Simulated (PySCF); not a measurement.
## ammonia and fluoride

Made of ammonia and fluoride. The whole: charge -1, singlet.

Parts: 1 = ammonia (N), atoms 1–4; 2 = fluoride ([F-]), atoms 5, charge -1.

```xyz
5

N     0.0292   -0.2245   -0.1226
H     1.0725   -0.0852    0.0850
H    -0.2327    0.5690   -0.7013
H    -0.4387   -0.0588    0.7643
F     2.5692    0.2192    0.4339
```
Atom numbers follow the order of the file, from 1.

In these coordinates H2···F5 is 1.567 Å. Part 2 is then moved rigidly along that line, all else held; at short range other atoms may come into contact.

The starting structure comes from a short search with a few starts; no frequency run checks that it is a minimum, and another way of binding may lie lower.

These are computed values: CCSD(T)/aug-cc-pVDZ and MP2/aug-cc-pVTZ, aug-cc-pVQZ counterpoise interaction energy, frozen core, gas phase (PySCF). The geometry comes from PBE0-D3(BJ)/def2-TZVPD.

Counterpoise energies in kcal/mol, cluster less the parts frozen as they stand in it; small is aug-cc-pVDZ, large aug-cc-pVQZ. Estimated limit: HF in aug-cc-pVQZ, MP2 correlation extrapolated as X⁻³ from aug-cc-pVTZ and aug-cc-pVQZ, and CCSD(T) less MP2 in aug-cc-pVDZ; it isn't the exact limit.

Results

```tsv
H2···F5 (Å)	HF large	MP2 large	SCS-MP2 large	CCSD(T) small	CCSD(T) limit est.
1.410	-13.25	-16.18	-14.82	-13.94	-16.38
1.489	-14.53	-17.20	-16.00	-15.38	-17.40
1.567	-15.16	-17.56	-16.50	-16.07	-17.77
1.645	-15.33	-17.47	-16.54	-16.25	-17.68
1.724	-15.17	-17.08	-16.26	-16.07	-17.28
1.959	-13.68	-15.01	-14.46	-14.42	-15.17
2.350	-10.43	-11.15	-10.85	-10.86	-11.23
3.134	-5.87	-6.08	-5.97	-5.92	-6.05
```

The 8 runs took 4.5 min in all, one thread each of Arm Neoverse N1 on a shared host, launched as `OMP_NUM_THREADS=1 python cluster_run.py task.json out`.
